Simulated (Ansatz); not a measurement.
Frontier orbitals of Cl2Si (`Cl[Si]Cl`).

Cartesian coordinates in Å:
```
Cl 1.396 -0.520 -0.745
Si -0.434 -0.732 0.215
Cl -0.961 1.252 0.529
```

Charge 0, multiplicity 1. Geometry: relaxed with PBE0-D4/def2-TZVP. Basis def2-TZVPP, the Gaussian-basis code of Ansatz.

| functional | HOMO (eV) | LUMO (eV) | gap (eV) |
| --- | --- | --- | --- |
| PBE | -6.64 | -3.62 | 3.02 |
| revPBE | -6.59 | -3.56 | 3.03 |
| BLYP | -6.50 | -3.45 | 3.05 |
| r2SCAN | -6.86 | -3.57 | 3.29 |
| PBE0 | -7.74 | -2.86 | 4.88 |
| ωB97M-V | -9.79 | -0.82 | 8.97 |

Question: What is the vertical ionisation energy at frozen-core CCSD(T)/CBS(def2)? (Estimate.)

Answer: The calculation gave: 10.16 eV (T1 of the cation 0.022).

A quarter of exact exchange (PBE0) shifts PBE's HOMO by −1.11 eV and its LUMO by +0.76 eV; full exchange at long range (ωB97M-V) shifts them by −3.16 and +2.80 eV. The gap opens from 3.01 to 8.97 eV, since occupied levels lose self-interaction and empty ones feel all the electrons. −ε(HOMO) differs from that ionisation energy by −3.53 eV with PBE and −0.37 eV with ωB97M-V.
